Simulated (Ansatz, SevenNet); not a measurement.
hcp Be: properties by level of theory

Reference values: lattice constant a 2.286 Å (measured, 293 K, no zero-point or thermal correction, our sources range from 2.286 to 2.290; as tabulated in Wikipedia's data pages); lattice parameter c 3.584 Å (measured, 293 K, no zero-point or thermal correction; as tabulated in Wikipedia's data pages); elastic constant C11 299 ± 0.6 GPa (measured, 0 K, extrapolated to 0 K; as tabulated in Elastic Constants of Single Crystal Beryllium, J. Appl. Phys., doi …); elastic constant C44 166 ± 0.5 GPa (measured, 0 K, extrapolated to 0 K; as tabulated in Elastic Constants of Single Crystal Beryllium, J. Appl. Phys., doi …).

```json
[
 {"level (code)": "SevenNet-l3i5", "lattice constant a (Å)": "2.253", "c axis length (Å)": "3.614", "elastic constant C11 (GPa)": "226", "elastic constant C44 (GPa)": "66.7", "Voigt–Reuss–Hill shear modulus (GPa)": "61.2"},
 {"level (code)": "LDA (Ansatz)", "lattice constant a (Å)": "2.228", "c axis length (Å)": "3.511", "elastic constant C11 (GPa)": "341", "elastic constant C44 (GPa)": "178", "Voigt–Reuss–Hill shear modulus (GPa)": "171"},
 {"level (code)": "PBE (Ansatz)", "lattice constant a (Å)": "2.264", "c axis length (Å)": "3.562", "elastic constant C11 (GPa)": "321", "elastic constant C44 (GPa)": "168", "Voigt–Reuss–Hill shear modulus (GPa)": "162"}
]
```

Differences from the reference values (errors of the level alone only where the reference is corrected to a static lattice):

```csv
level,lattice constant a (%),lattice parameter c (%),elastic constant C11 (%),elastic constant C44 (%)
SevenNet-l3i5,-1.44,+0.84,-24,-60
LDA,-2.54,-2.04,+14.0,+7.2
PBE,-0.96,-0.61,+7.4,+1.2
```

Nearest: lattice constant a, not ranked (reference at room or unstated temperature); lattice parameter c, not ranked (reference at room or unstated temperature); elastic constant C11, not ranked (one source); elastic constant C44, not ranked (one source).

Machine-learned potentials (SevenNet-l3i5) are trained on DFT data: a solid inside that data is no test of them.

Ansatz's density-functional and Hartree–Fock values are scalar-relativistic unless marked +SOC, with PAW data made under PBE.

Differences are worked out from the printed values.

Static lattice: no zero-point or thermal effects.

Ansatz is a first-principles code.
